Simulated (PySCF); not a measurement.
# CH4SSi (SMILES CS[SiH]): a chain of runs

Aim: a structure relaxation (HF/def2-mTZVPP), then vibrational wavenumbers, then the energy (MP2/6-311+G**), then the vertical excitations (TDA-N12-SX/6-311+G**) of CH4SSi. 

Program for the calculation: PySCF 2.14.0.

## (1) The structure to begin with

The species is CH4SSi (7 atoms), meant as a singlet with charge 0. SMILES: `CS[SiH]`. The shape comes from a force field and isn't a relaxed structure. This is one conformer, not always the lowest. The run starts from this shape.

Bond lengths: C1–S2 1.751 Å, S2–Si3 2.129 Å, C1–H4 1.090 Å, C1–H5 1.102 Å, C1–H6 1.085 Å, Si3–H7 1.523 Å. Angles: C1–S2–Si3 102.1°, S2–C1–H4 109.7°, S2–C1–H5 114.6°, S2–C1–H6 115.2°, S2–Si3–H7 108.9°, H4–C1–H5 102.5°, H4–C1–H6 106.4°, H5–C1–H6 107.3°.

## (2) A structure relaxation at HF/def2-mTZVPP (density fitting with aug-cc-pvtz-jkfit) (run 1)

mol.xyz

```xyz
7

C     -0.813800     0.643400    -0.306700
S     -0.131300    -0.354300     0.960500
Si     1.628700    -1.112800     0.032300
H     -1.715700     1.136000     0.057800
H     -0.182600     1.494700    -0.610200
H     -1.098500     0.113900    -1.209800
H      2.374400    -1.988800     1.030400
```

calc.py

```python
# CS[SiH]
from pyscf import gto, scf
from pyscf.geomopt.geometric_solver import kernel as optimise

mol = gto.M(
    atom='mol.xyz',
    max_memory=1860,
    charge=0,
    basis='def2-mtzvpp',
    verbose=3,
)

mf = scf.RHF(mol)
mf = mf.density_fit(auxbasis='aug-cc-pvtz-jkfit')
converged, mol_eq = optimise(mf, maxsteps=100, convergence_set='GAU_TIGHT')
print('converged:', converged)
print(mol_eq.tostring())

mf.reset(mol_eq)
mol = mol_eq
mf.kernel()
e_final = mf.e_tot
print('Final energy', e_final)
```

Command:

```bash
OMP_NUM_THREADS=1 python calc.py
```

Standard output:

```text
convergence_set           GAU_TIGHT
[... 68 lines left out ...]
Step    0 : Gradient = 3.194e-02/6.174e-02 (rms/max) Energy = -726.6503509994
[... 238 lines left out ...]
converged SCF energy = -726.662827388349
[... 251 lines left out ...]
converged SCF energy = -726.662855734954
[... 251 lines left out ...]
converged SCF energy = -726.662968065045
[... 250 lines left out ...]
converged SCF energy = -726.663358285112
[... 238 lines left out ...]
Converged! =D
[... 1 line left out ...]
converged: True
C          -0.85102437        0.62639205       -0.36527994
S          -0.17956662       -0.80897943        0.55495680
Si          1.91389462       -0.68114007        0.28510904
H          -1.39578731        1.25562217        0.32308848
H          -0.05376337        1.19423993       -0.82237924
H          -1.52294246        0.26473721       -1.12966236
H           2.15038951       -1.91877186        1.10846722
converged SCF energy = -726.663394000038
Final energy -726.6633940000381
```

It took 2.9 min on 1 thread of Intel Xeon at 2.50GHz (Skylake/Cascade Lake), shared host; peak memory 0.24 GiB.

Step by step:

```
step  energy from the first frame kept (eV)  largest force (eV/Å)
   0                                 0.0000                3.1746
   2                                -0.3384                0.1585
   4                                -0.3394                0.0216
   6                                -0.3395                0.0015
   8                                -0.3395                0.0022
  10                                -0.3395                0.0489
  12                                -0.3395                0.0209
  14                                -0.3396                0.0079
  16                                -0.3396                0.0101
  18                                -0.3398                0.0248
  20                                -0.3403                0.0073
  22                                -0.3408                0.0284
  24                                -0.3412                0.0103
  26                                -0.3418                0.0258
  28                                -0.3424                0.0295
  30                                -0.3433                0.0199
  32                                -0.3450                0.0349
  34                                -0.3456                0.0151
  36                                -0.3469                0.0318
  38                                -0.3496                0.0207
  40                                -0.3539                0.0167
  42                                -0.3549                0.0113
  44                                -0.3549                0.0012
  46                                -0.3549                0.0001
  48                                -0.3549                0.0001
  49                                -0.3549                0.0000
```

After the run. Bond lengths: C1–S2 1.832 Å, S2–Si3 2.115 Å, C1–H4 1.080 Å, C1–H5 1.080 Å, C1–H6 1.080 Å, Si3–H7 1.505 Å. Angles: C1–S2–Si3 104.6°, S2–C1–H4 108.7°, S2–C1–H5 110.7°, S2–C1–H6 108.7°, S2–Si3–H7 92.1°, H4–C1–H5 109.6°, H4–C1–H6 109.4°, H5–C1–H6 109.6°.

## (3) The harmonic vibrations at HF/def2-mTZVPP (density fitting with aug-cc-pvtz-jkfit) (run 2)

input.xyz

```xyz
7
CH4SSi
C     -1.335910     1.108646    -0.639459
S     -0.664453    -0.326725     0.280778
Si     1.429009    -0.198886     0.010930
H     -1.880660     1.737972     0.049050
H     -0.538649     1.676494    -1.096558
H     -2.007815     0.747087    -1.403700
H      1.665504    -1.436518     0.834288
```

calc.py

```python
from pyscf import gto, scf, symm
from pyscf.hessian import thermo

mol = gto.M(
    atom='input.xyz',
    max_memory=1860,
    basis='def2-mtzvpp',
    verbose=3,
    charge=0,
)

myscf = scf.RHF(mol)
myscf = myscf.density_fit(auxbasis='aug-cc-pvtz-jkfit')
myscf.kernel()

e_tot = myscf.e_tot
print('E(%s) = %.9f' % ('HF', e_tot))
hess = myscf.Hessian().kernel()
modes = thermo.harmonic_analysis(mol, hess)
thermo.dump_normal_mode(mol, modes)
symm.geom.TOLERANCE = 1e-3  # for the symmetry number
th = thermo.thermo(myscf, modes['freq_au'], 298.15, 101325)
thermo.dump_thermo(mol, th)
```

Command:

```bash
OMP_NUM_THREADS=1 python calc.py
```

Standard output:

```text
converged SCF energy = -726.663393973841
[... 85 lines left out ...]
Gibbs free energy [Eh] -726.64197
```

Run time: 66 s. Hardware: 1 thread of Intel Xeon at 2.50GHz (Skylake/Cascade Lake), shared host; peak memory 0.8 GiB.

## (4) The energy at MP2/6-311+G(d,p) (density fitting, C-PCM water) (run 3)

input.py

```python
from pyscf import gto, scf, mp, solvent

mol = gto.Mole()
mol.atom = [
    ('C', (-0.851024, 0.626392, -0.365280)),
    ('S', (-0.179567, -0.808979, 0.554957)),
    ('Si', (1.913895, -0.681140, 0.285109)),
    ('H', (-1.395787, 1.255622, 0.323088)),
    ('H', (-0.053763, 1.194240, -0.822379)),
    ('H', (-1.522942, 0.264737, -1.129662)),
    ('H', (2.150390, -1.918772, 1.108467)),
]
mol.spin = 0
mol.basis = '6-311+g**'
mol.max_memory = 1860
mol.charge = 0
mol.verbose = 3
mol.build()

myscf = scf.RHF(mol)
myscf = myscf.density_fit()
myscf = myscf.PCM()
myscf.with_solvent.method = 'C-PCM'
myscf.with_solvent.eps = 78.3553  # water
myscf.kernel()

pt = mp.MP2(myscf, frozen=11).run()
energy = pt.e_tot
print('E(%s) = %.9f' % ('MP2', energy))
dip = myscf.dip_moment()
pop, q = myscf.mulliken_pop()
```

Command:

```bash
OMP_NUM_THREADS=1 python input.py
```

Standard output:

```text
WARN: PCM is an experimental feature. It is still in testing.
Features and APIs may be changed in the future.

converged SCF energy = -726.663104001954
[... 3 lines left out ...]
Dipole moment(X, Y, Z, Debye): -0.21144,  1.42185, -0.95114
[... 114 lines left out ...]
charge of    6H =     -0.22023
```

It took 43 s on 1 thread of Intel Xeon at 2.50GHz (Skylake/Cascade Lake), shared host; peak memory 0.32 GiB.

## (5) The excited states at TDA-N12-SX/6-311+G(d,p) (density fitting, spin of roots triplet) (run 4)

geometry.xyz

```xyz
7
CH4SSi
C     -0.851024     0.626392    -0.365280
S     -0.179567    -0.808979     0.554957
Si     1.913895    -0.681140     0.285109
H     -1.395787     1.255622     0.323088
H     -0.053763     1.194240    -0.822379
H     -1.522942     0.264737    -1.129662
H      2.150390    -1.918772     1.108467
```

input.py

```python
# CS[SiH]
from pyscf import gto, dft, tdscf
from pyscf import df

mol = gto.M(
    atom='geometry.xyz',
    spin=0,
    verbose=4,
    charge=0,
    max_memory=1860,
    basis='6-311+g**',
)

myscf = dft.RKS(mol, xc='n12-sx')
myscf = myscf.density_fit(auxbasis=df.aug_etb(mol, beta=2.0))
myscf.kernel()

e_final = myscf.e_tot
print('Final energy', e_final)

td = myscf.TDA()
td.nstates = 10
td.singlet = False
td.kernel()
td.analyze()
roots = td.e * 27.211386
```

Command:

```bash
OMP_NUM_THREADS=1 python input.py
```

Standard output:

```text
PySCF version 2.14.0

[... 94 lines left out ...]
converged SCF energy = -728.119059711619
Final energy -728.1190597116193
[... 38 lines left out ...]
** Transition electric dipole moments (AU) **
[... 7 lines left out ...]
** Transition velocity dipole moments (imaginary part, AU) **
state          X           Y           Z        Dip. S.      Osc.
  1        -0.0000     -0.0000     -0.0000      0.0000      0.0000
  2        -0.0000     -0.0000     -0.0000      0.0000      0.0000
  3        -0.0000     -0.0000     -0.0000      0.0000      0.0000
[... 6 lines of this table left out ...]
 10        -0.0000     -0.0000     -0.0000      0.0000      0.0000

** Transition magnetic dipole moments (imaginary part, AU) **
state          X           Y           Z
  1        -0.0000     -0.0000     -0.0000
  2        -0.0000     -0.0000     -0.0000
  3        -0.0000     -0.0000     -0.0000
[... 6 lines of this table left out ...]
 10        -0.0000     -0.0000     -0.0000
```

Run time: 2.9 min. Hardware: 1 thread of Intel Xeon at 2.50GHz (Skylake/Cascade Lake), shared host; peak memory 0.58 GiB.

The roots found:

```
excited state  energy (eV)
            1        1.852
            2        3.402
            3        4.580
            4        4.781
            5        5.537
            6        5.762
            7        6.078
            8        6.236
            9        6.330
           10        6.430
```

## (6) What came out

| quantity | value |
| --- | --- |
| run 1, HF/def2-mTZVPP: total energy at the end | -726.66339 Eh |
| run 1, HF/def2-mTZVPP: dipole moment | 1.24 D |
| run 1, HF/def2-mTZVPP: HOMO energy | -8.94 eV |
| run 1, HF/def2-mTZVPP: LUMO energy | 0.83 eV |
| run 1, HF/def2-mTZVPP: HOMO–LUMO gap | 9.76 eV |
| run 2, HF/def2-mTZVPP: lowest harmonic wavenumber | 82 cm⁻¹ |
| run 2, HF/def2-mTZVPP: highest harmonic wavenumber | 3296 cm⁻¹ |
| run 2, HF/def2-mTZVPP: zero-point energy | 129.9 kJ/mol |
| run 2, HF/def2-mTZVPP: ideal-gas entropy at 298.15 K (symmetry number 1 as used) | 71.1 cal/(mol K) |
| run 3, MP2/6-311+G**: total energy | -727.03188 Eh |
| run 3, MP2/6-311+G**: dipole moment (Hartree–Fock density) | 1.72 D |
| run 3, MP2/6-311+G**: HOMO energy (Hartree–Fock orbitals) | -9.04 eV |
| run 3, MP2/6-311+G**: LUMO energy (Hartree–Fock orbitals) | 0.60 eV |
| run 3, MP2/6-311+G**: HOMO–LUMO gap (Hartree–Fock orbitals) | 9.65 eV |
| run 3, MP2/6-311+G**: correlation energy (11 core orbitals frozen) | -368.8 mEh |
| run 3, MP2/6-311+G**: solvent term in the energy | -14.8 kJ/mol |
| run 4, TDA-N12-SX/6-311+G**: ground-state or mean-field energy | -728.11906 Eh |
| run 4, TDA-N12-SX/6-311+G**: dipole moment (N12-SX Kohn–Sham density) | 1.34 D |
| run 4, TDA-N12-SX/6-311+G**: HOMO energy (N12-SX Kohn–Sham orbitals) | -6.19 eV |
| run 4, TDA-N12-SX/6-311+G**: LUMO energy (N12-SX Kohn–Sham orbitals) | -2.70 eV |
| run 4, TDA-N12-SX/6-311+G**: HOMO–LUMO gap (N12-SX Kohn–Sham orbitals) | 3.49 eV |
| run 4, TDA-N12-SX/6-311+G**: lowest triplet excitation energy | 1.85 eV |

The optimisation (run 1, HF/def2-mTZVPP) took 49 steps and changed the energy by -0.355 eV. Mulliken charges (run 1, HF/def2-mTZVPP) run from -0.30 on S2 to +0.24 on Si3; they depend strongly on the basis. All 15 modes (run 2, HF/def2-mTZVPP) are real, so the shape is a minimum at this level. Mulliken charges (run 2, HF/def2-mTZVPP) run from -0.30 on S2 to +0.24 on Si3; they depend strongly on the basis. Roots above 6.2 eV lie over the negative of the HOMO energy, where those of Rydberg kind are poorly described; valence roots are less touched. Mulliken charges (run 4, TDA-N12-SX/6-311+G**) of the mean-field density run from -0.63 on C1 to +0.20 on H4; in a basis this large or diffuse they mean little.
